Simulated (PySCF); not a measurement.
Compound: methacrylonitrile, C4H5N.
Numbering: `[CH2:1]=[C:2]([CH3:3])[C:4]#[N:5]` (hydrogens: H6, H7 on C1; H8, H9, H10 on C3)

Geometry (GFN2-xTB, Å), atoms numbered from 1 in this order:
```xyz
10
C4H5N angstrom
C      0.1318    1.4385    0.0680
C      0.2307    0.1133   -0.0046
C     -0.9306   -0.8331   -0.0121
C      1.5113   -0.4909   -0.0818
N      2.5430   -0.9863   -0.1452
H      1.0029    2.0717    0.0697
H     -0.8268    1.9261    0.1274
H     -1.8677   -0.2855    0.0495
H     -0.9237   -1.4288   -0.9246
H     -0.8620   -1.5204    0.8310
```

A PySCF run (density fitting, gas phase, GFN2-xTB geometry) gave HOMO -10.23 eV, LUMO 1.10 eV, dipole 3.76 D.

Question: Which of these levels was it?
A. KT3/def2-SVPD
B. PBE0/def2-SVPD
C. PBE0/6-31++G**
D. KT2/STO-3G
E. wB97X/cc-pVDZ

Answer: E. It is wB97X/cc-pVDZ. All candidates on this geometry:

```json
{"level and settings": "KT3/def2-SVPD", "kind": "GGA", "basis functions": "140", "SCF cycles": "15", "E (Eh)": "-213.3589", "HOMO (eV)": "-7.00", "LUMO (eV)": "-2.32", "dipole (D)": "3.88"}
{"level and settings": "KT2/STO-3G", "kind": "GGA", "basis functions": "30", "SCF cycles": "14", "E (Eh)": "-211.1743", "HOMO (eV)": "-5.15", "LUMO (eV)": "0.45", "dipole (D)": "3.05"}
{"level and settings": "PBE0/6-31++G**, grid level 3, fitting basis def2-qzvpp-jkfit", "kind": "global hybrid", "basis functions": "120", "SCF cycles": "9", "E (Eh)": "-209.9018", "HOMO (eV)": "-8.06", "LUMO (eV)": "-1.40", "dipole (D)": "4.05"}
{"level and settings": "PBE0/def2-SVPD", "kind": "global hybrid", "basis functions": "140", "SCF cycles": "14", "E (Eh)": "-209.7456", "HOMO (eV)": "-8.13", "LUMO (eV)": "-1.42", "dipole (D)": "4.02"}
{"level and settings": "wB97X/cc-pVDZ", "kind": "range-separated hybrid", "basis functions": "95", "SCF cycles": "13", "E (Eh)": "-210.1003", "HOMO (eV)": "-10.23", "LUMO (eV)": "1.10", "dipole (D)": "3.76"}
```

The nearest other candidate, by the summed differences of HOMO and LUMO, is PBE0/def2-SVPD: its HOMO differs by +2.10 eV and its LUMO by -2.52 eV. Cycle counts include a coarse-grid stage where the run had one. All basis functions are spherical, in the Pople sets too. KT2 and KT3 were designed for NMR shieldings or shifts; total energies of different functionals aren't comparable.
